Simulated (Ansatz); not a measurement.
**The phosphorus atom (quartet): wave-function methods side by side, cc-pV(D+d)Z**

Aim: climb from Hartree-Fock through coupled cluster and multireference methods for the phosphorus atom (quartet) at one geometry and basis, and see what each rung misses.

The runs use Ansatz 0.2.0, Gaussian basis; cc-pV(D+d)Z, core rule «outside noble gas», up to 5 orbitals frozen.

To be run: UHF; CCSD(T) on ROHF; CCSD(T) on UHF; BCCD(T) on ROHF; CISD; CCSDT(Q) on ROHF; CCSDT(Q) on UHF; CISDTQ; CCSDTQ on ROHF; CCSDTQ on UHF; CASSCF and MRCISD+Q, 5 electrons in 4 orbitals; CASSCF and MRCISD+Q(relaxed), 5 electrons in 4 orbitals; CASSCF and NEVPT4(SD), 5 electrons in 4 orbitals; CASSCF and NEVPT2, 5 electrons in 4 orbitals; Full CI.

**1. The atom**

A free atom, in its lowest state of this spin that the program finds.

1 atom, charge 0, spin multiplicity 4.

**2. UHF**

in.yaml reads:

```yaml
crystal:
  periodic: [false, false, false]
  atoms:
    - {symbol: P, position_ang: [0.000000, 0.000000, 0.000000]}
basis:
  gaussian: {orbitals: "cc-pV(D+d)Z.json"}
magnetization: {spin_polarized: true, initial_magnetization: 3}
hamiltonian: {xc: hf}
output: {orbitals: {seedname: orbitals}}
```

Run with:

```sh
> ansatz run in.yaml --threads 1 --pin off --events-out ev --progress --plain --max-ram 2393MiB
```

The runs that follow: CCSD(T) on ROHF; CCSD(T) on UHF; BCCD(T) on ROHF; CISD; CCSDT(Q) on ROHF; CCSDT(Q) on UHF; CISDTQ; CCSDTQ on ROHF; CCSDTQ on UHF; CASSCF and MRCISD+Q, 5 electrons in 4 orbitals; CASSCF and MRCISD+Q(relaxed), 5 electrons in 4 orbitals; CASSCF and NEVPT4(SD), 5 electrons in 4 orbitals; CASSCF and NEVPT2, 5 electrons in 4 orbitals; Full CI.

**Question.** What will the summary of the whole plan be? Wanted: FCI below the RHF energy; RMP2 from FCI; UMP2 from FCI; RCCSD from FCI; RCCSD(T) from FCI; UCCSD(T) from FCI; RCCSDT(Q) from FCI; UCCSDT(Q) from FCI; NEVPT2 valence from FCI.

As calculated:

```
                         quantity                                                                                                                          value
         FCI below the RHF energy                                                                                                                     -2.3064 eV
                    RMP2 from FCI                                                                                                                     +550.9 meV
                    UMP2 from FCI                                                                                                                     +549.7 meV
                   RCCSD from FCI                                                                                                                      +42.6 meV
                RCCSD(T) from FCI                                                                                                                      +11.4 meV
                UCCSD(T) from FCI                                                                                                                      +11.2 meV
               RCCSDT(Q) from FCI                                                                                                                       +0.4 meV
               UCCSDT(Q) from FCI                                                                                                                       +0.3 meV
          NEVPT2 valence from FCI                                                                                                                     +528.8 meV
      NEVPT4(SD) valence from FCI                                                                                                                      -15.0 meV
        MRCISD+Q valence from FCI                                                                                                                      -61.7 meV
levels within 1 kcal/mol (43 meV)  RCCSD, UCCSD, RCCSD(T), UCCSD(T), BCCD(T), RCCSDT, UCCSDT, CISDTQ, RCCSDT(Q), UCCSDT(Q), RCCSDTQ, UCCSDTQ, NEVPT4(SD) valence
                    T1 diagnostic                                                                                                                          0.004
   effectively unpaired electrons                                                                                                                           3.01
```

**Reading.** RCCSD(T) lands +11.4 meV from the yardstick (0.5 % of the correlation energy). NEVPT4(SD) valence, MRCISD+Q valence, MRCISD+Q(relaxed) valence fall below full CI, which methods that aren't variational can do. One determinant dominates. Of the multireference levels listed NEVPT4(SD) valence comes nearest in total energy (-15.0 meV), which doesn't show that its space is the better one. These misses are within one basis, not against nature; the frozen cores of restricted and unrestricted runs differ, which can shift their rows.
